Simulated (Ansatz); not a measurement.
Reaction (SMILES): CC#C → C(#C)[CH2-] + H+
B3LYP-D3(BJ)/def2-TZVP geometries, fixed; electronic energies without zero-point terms.

The deprotonation energy at CCSD(T) with Ansatz (an electronic-structure program), in kcal/mol, split into its Hartree-Fock and correlation parts. Cores are frozen. The proton leaves the site shown, which need not be the most acidic. No added dispersion term, no relativity. Functions are those of the species that has most. These sets lack the diffuse functions that anions need.

```json
[
 {"basis": "cc-pVDZ", "X": "2", "functions": "62", "Hartree-Fock": "407.12", "CCSD(T)": "404.38"},
 {"basis": "cc-pVTZ", "X": "3", "functions": "146", "Hartree-Fock": "404.16", "CCSD(T)": "398.57"},
 {"basis": "cc-pVQZ", "X": "4", "functions": "285", "Hartree-Fock": "402.03", "CCSD(T)": "395.32"}
]
```

Worked estimate of the basis-set limit from each neighbouring pair, with Hartree-Fock from the larger set and the correlation part extrapolated as X^-3.
Correlation parts: X = 2: -2.74, X = 3: -5.59, X = 4: -6.71.
- (2,3): (27·(-5.59) - 8·(-2.74))/19 = -6.79; with Hartree-Fock 404.16 the estimate is 397.37 kcal/mol.
- (3,4): (64·(-6.71) - 27·(-5.59))/37 = -7.53; with Hartree-Fock 402.03 the estimate is 394.50 kcal/mol.
The last two estimates differ by 2.87 kcal/mol; the largest set lies 0.82 from the last. Over the last step Hartree-Fock moves by -2.13 and the correlation part by -1.12.
